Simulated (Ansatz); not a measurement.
## Relative stability

Two relaxed structures of CH₅BN, doublet (PBE0-D4/def2-TZVP; forces vanish, vibrations not checked).

A:

```csv
atom,x (Å),y (Å),z (Å)
B1,-0.6548,0.8588,-0.6411
N2,0.0161,0.1971,0.4026
C3,0.6531,-1.0108,0.3657
H4,-0.6979,0.3337,-1.7145
H5,-1.1528,1.9189,-0.4068
H6,0.0449,0.6517,1.3039
H7,1.1277,-1.3937,1.2556
H8,0.6637,-1.5556,-0.5655
```

B:

B1  (-0.795, 0.813, -0.552)
N2  (-0.007, 0.343, 0.468)
C3  (0.847, -0.826, 0.437)
H4  (1.893, -0.558, 0.611)
H5  (-1.489, 1.784, -0.493)
H6  (0.011, 0.835, 1.353)
H7  (0.547, -1.555, 1.196)
H8  (0.767, -1.294, -0.543)
(Å)

Program: Ansatz 0.2.0. Basis: def2-TZVPP. Cores are frozen in the correlated methods; orbitals are unrestricted. B3LYP uses VWN-RPA correlation.

(1) Which structure is lower at CCSD(T), and by how much? (An estimate is asked for; the value comes from the calculation.)

T1 diagnostic: at most 0.019. ⟨S²⟩ of the unrestricted Hartree–Fock references: 0.76 to 0.77 (a pure state has 0.75).

Results:

(1) The calculation gives: A, by 42.4 kJ/mol (electronic energy, against the other). By their contacts, A is CH₅BN ([BH2][NH][CH2]) and B is CH₅BN ([BH][NH][CH3]).

All methods give the same order:

```tsv
method	E(B) − E(A) (kJ/mol)
PBE-D4	47.7
r2SCAN-D4	48.5
PBE0-D4	44.9
B3LYP-D4	52.7
wB97M-V	52.2
HF	43.2
MP2	34.8
CCSD	42.7
CCSD(T)	42.4
```

Labels in which every atom is bracketed show which atoms are joined, not bond orders.

For scale, one of the runs: CCSD(T)/def2-TZVPP, 163 basis functions, launched by `ansatz run in.yaml --threads 2 --pin off --events-out ev --progress --plain --max-ram 4352MiB`. The run took 91 s on 2 CPU threads of an Arm Neoverse V1 (shared host), with 3.1 GiB of host memory at its peak.
